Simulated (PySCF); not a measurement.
A geometry optimisation on `[Li][SH]` (metal hydrosulfide).

Computed with PBE0-D3(BJ)/def2-SVP geometry optimisation, gas phase (PySCF 2.14.0). Start geometry: GFN2-xTB. The input is one job of a driver script: a line of settings, then coordinates in Å.

Command:
```bash
OMP_NUM_THREADS=1 python probes_run.py task.json out
```

Input:
```
{"job": {"xc": "PBE0", "basis": "def2-SVP", "d3": "d3bj", "grid": 1, "shake": 0.03, "kind": "geom"}, "charge": 0, "multiplicity": 1}
Li     1.646820    -0.272640     0.007470
S     -0.401740     0.610350    -0.029430
H     -1.238510    -0.439990    -0.023040
```

Problem. Estimate the output.

Solution. 
```
step   0  E = -406.05376524  max force = 0.011919
step   1  E = -406.05521034  max force = 0.003357
step   2  E = -406.05544093  max force = 0.002071
step   3  E = -406.05551566  max force = 0.001687
step   4  E = -406.05558424  max force = 0.000254
step   5  E = -406.05558662  max force = 0.000225
optimisation converged
```

Energies in Eh; «max force» is the largest Cartesian gradient component in Eh/bohr.

Problem. Give the first gradient maximum in eV/Å.

Solution. With 1 Eh/bohr = 51.422 eV/Å, 0.613 eV/Å.

Summary of the converged run: final energy -406.05559 Eh after 5 steps; dipole 6.68 D.

Problem. Give the final coordinates.

Solution. 0.115 Å rms from the input after alignment:
```
atom  x, y, z in Å
Li1    1.5195   -0.2652    0.0051
S2    -0.4111    0.6628   -0.0296
H3    -1.1018   -0.4999   -0.0204
```

On one thread, Intel Xeon Platinum 8375C at 2.90 GHz (x86_64), on a shared host, this took 1.6 s and 0.23 GiB of memory at its peak.
Labels such as C1 count atoms from 1, the log's own numbers from 0.
